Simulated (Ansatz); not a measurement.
# Structure relaxation of BeP3

Level of theory: Ansatz 0.2.0, DFT PBE, scalar-relativistic, plane waves, PAW. Cutoff 420 eV, Γ-centred k mesh, Gaussian smearing, no spin polarisation in the final step.

The start puts BeP3 on the TiAl3 (D0_22) structure type (I4/mmm, No. 139), with Be in place of Ti, P in place of Al, at a guessed volume.

```xyz
4
Lattice="-1.8817 1.8817 4.2032 1.8817 -1.8817 4.2032 1.8817 1.8817 -4.2032" Properties=species:S:1:pos:R:3 pbc="T T T"
Be    0.0000    0.0000    0.0000
P     0.0000    0.0000    4.2032
P     1.8817    0.0000    2.1016
P     0.0000    1.8817    2.1016
```

Cell and atoms relax at zero pressure; the relaxation can't lower the symmetry of the start. After a coarse first stage the cell is made exact in the group found at 0.06 Å.

Formation energies are uncorrected and refer to the elements' standard structures at the same level.

(1) Describe the relaxed structure.

(2) What are its volume, energy, density and gap?

Results:

(1) It keeps I4/mmm (No. 139). The result has the TiAl3 (D0_22) structure. Conventional cell: a = 3.294 Å, c = 10.486 Å. Be has 4 P at 2.33 Å; P on Wyckoff site b (1 atom of the primitive cell) is coordinated by 4 Be at 2.33 Å; around P on Wyckoff site d (2 atoms of the primitive cell) lie 4 P at 2.33 Å.

Space group I4/mmm (No. 139). a = 3.294 Å, b = 3.294 Å, c = 10.486 Å, α = 90.00°, β = 90.00°, γ = 90.00°
| atom | site | symmetry | x | y | z |
| --- | --- | --- | --- | --- | --- |
| Be | 2a | 4/mmm | 0.0000 | 0.0000 | 0.0000 |
| P | 2b | 4/mmm | 0.5000 | 0.5000 | 0.0000 |
| P | 4d | -4m2 | 0.5000 | 0.0000 | 0.2500 |

(2) The volume per atom is 14.2 Å³. The density is 3.0 g/cm³, the energy over the elements is 0.56 eV/atom and the gap on the 20×20×20 mesh is 0 eV (a metal).

The final run used a 20×20×20 mesh on its 4-atom cell and 0.10 eV smearing. For metals, differences of a few meV/atom aren't resolved. No dispersion correction is applied, so the spacing between layers, chains or molecules is poorly fixed, and with it the volume and density. A structure relaxed within its symmetry needn't be a true minimum. The steps took roughly 6 core-minutes in all.